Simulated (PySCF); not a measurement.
**Molecular orbitals of NaF⁻**

UHF at R = 2.018 Å; basis Na aug-cc-pVDZ-DK, F aug-cc-pVDZ-DK; spin-free X2C with a Gaussian nucleus; PySCF 2.14. State: ²Σ⁺ (doublet), unpaired electrons σ ↑. Only the outer orbitals are listed, counted within each symmetry.

```csv
spin,orbital,occ.,ε (eV),on Na (%),main shells (%)
α,4σ,1,-36.60,98,98 Na p
α,1π,1,-36.58,100,100 Na p
α,1π,1,-36.58,100,100 Na p
α,5σ,1,-32.73,3,97 F s
α,6σ,1,-8.51,1,99 F p
α,2π,1,-8.15,1,99 F p
α,2π,1,-8.15,1,99 F p
α,7σ,1,-0.53,103,"76 Na s, 26 Na p"
α,3π,0,2.15,100,100 Na p
α,3π,0,2.15,100,100 Na p
α,8σ,0,2.32,100,93 Na p
β,1π,1,-36.56,100,100 Na p
β,1π,1,-36.56,100,100 Na p
β,4σ,1,-36.56,98,98 Na p
β,5σ,1,-32.73,3,97 F s
β,6σ,1,-8.48,1,99 F p
β,2π,1,-8.16,1,99 F p
β,2π,1,-8.16,1,99 F p
β,3π,0,2.24,100,100 Na p
β,3π,0,2.24,100,100 Na p
β,7σ,0,2.35,100,100 Na p
```

Q: Which are the highest filled and the lowest empty level, where do they sit, and how wide is the gap?

A: Highest filled α 7σ at -0.53 eV (in %: 76 Na s, 26 Na p); lowest empty α 3π at 2.15 eV (in %: 100 Na p); the gap at UHF is 2.68 eV. An empty level above zero is unbound, and its energy depends on the basis.

| Property | Result |
| --- | --- |
| bond order (Mayer) | 0.02 |
| ⟨S²⟩ | 0.750 |
| charge on Na (Mulliken, basis-dependent) | -0.08 |
| charge on Na (Löwdin, basis-dependent) | -0.14 |
| dipole moment (positive dipole points towards F; it is taken about the centre of mass and depends on that origin) | 4.97 D |

Shares are Mulliken populations and can fall outside 0 to 100 %.

The state is the lowest determinant that a PBE0 search found; another state may lie lower at other levels.
